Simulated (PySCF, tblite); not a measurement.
**A complex of carbon disulfide and phosphonium**

A gas-phase complex of carbon disulfide and phosphonium; charge +1, singlet. The structure comes from a short search (6 tight-binding starts) and was relaxed by PBE0-D3(BJ)/def2-SVPD; another way of binding may lie lower. Frequencies by PBE0-D3(BJ)/def2-SVPD show no clear imaginary mode.

```
part              name  SMILES  atoms  charge  multiplicity
   1  carbon disulfide   S=C=S    1–3       0             1
   2       phosphonium  [PH4+]    4–8      +1             1
```

| atom | part | x (Å) | y (Å) | z (Å) |
| --- | --- | --- | --- | --- |
| S1 | 1 | -0.346 | 0.159 | -2.142 |
| C2 | 1 | -0.432 | 0.142 | -0.578 |
| S3 | 1 | -0.567 | 0.115 | 0.966 |
| P4 | 2 | -3.593 | -0.512 | -1.725 |
| H5 | 2 | -3.482 | 0.682 | -2.461 |
| H6 | 2 | -2.958 | -0.383 | -0.470 |
| H7 | 2 | -4.962 | -0.780 | -1.510 |
| H8 | 2 | -3.039 | -1.581 | -2.453 |

Contacts between parts, classed by geometry: H7–P4···S1 3.342 Å (pnictogen bond, 178°).

Interaction energies are complex less parts, with the parts frozen as they stand in it; counterpoise-corrected, in kcal/mol (PySCF).

How strongly do the parts interact, level by level?


| level | interaction | superposition error removed |
| --- | --- | --- |
| wB97M-D3(BJ)/def2-TZVPD | -8.47 | -0.07 |
| PBE0-D3(BJ)/def2-TZVPD | -8.94 | -0.08 |

What holds them together? Decompose the wB97M-D3(BJ)/def2-TZVPD energy: frozen parts, their antisymmetrised product, then relaxation.

electrostatic -4.2, Pauli repulsion +8.3, orbital relaxation -10.2, dispersion correction -2.5 kcal/mol, which sum to the value before the counterpoise correction; the Pauli term holds the exchange-correlation of the frozen density too. Of the attraction, 60 % is orbital relaxation, 25 % is electrostatic, 15 % is dispersion correction.

The parts were also relaxed and run alone, at the levels used for the complex: shieldings by PBE0/pcSseg-2.

What does binding change?


```json
{"property": "H7–P4 bond (Å)", "alone": "1.409", "in the complex": "1.411", "change": "+0.002"}
{"property": "shielding of P4 (ppm)", "alone": "435.3", "in the complex": "435.3", "change": "0.0"}
{"property": "shielding of S1 (ppm)", "alone": "501.7", "in the complex": "486.7", "change": "-15.0"}
{"property": "shielding of H7 (ppm)", "alone": "25.15", "in the complex": "25.51", "change": "+0.36"}
```

What are the binding energy from relaxed parts (wB97M-D3(BJ)/def2-TZVPD), and ΔH and ΔG of association at 298.15 K and 1 atm?

-8.25 kcal/mol, -7.36 with zero-point energy; ΔH -7.4 and ΔG -1.1 kcal/mol, from harmonic vibrations by PBE0-D3(BJ)/def2-SVPD with low modes damped.

The 4 runs behind this took 8 min in all, one thread each of Arm Neoverse V1 on a shared host, launched as `OMP_NUM_THREADS=1 python cluster_run.py task.json out`.
